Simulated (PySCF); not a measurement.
BeH, SMILES [BeH], multiplicity 2. Atoms are numbered in the order given.

```xyz
2

Be     0.0000     0.0000    -0.2707
H      0.0000     0.0000     1.0828
```
Charge 0, spin multiplicity 2.

Coordinates come from a PBE0-D3(BJ)/def2-TZVPD optimisation. The spin state was assumed, not searched.

Level of theory: PBE0/def2-TZVPD (PySCF).

Mulliken values depend strongly on the basis, most of all with diffuse functions as here. ESP charges are fitted to the potential on shells at 1.4 to 2.0 van der Waals radii. Atomic charges (e):

```tsv
atom	ESP fit	Mulliken	Mulliken spin
Be1	[?]	-0.16	0.93
H2	[?]	0.16	0.07
```

Task: What belongs in the gaps? (Estimate from the structure and the level; the computed values follow.)

Result: 
- Be1, ESP fit: 0.11
- H2, ESP fit: -0.11
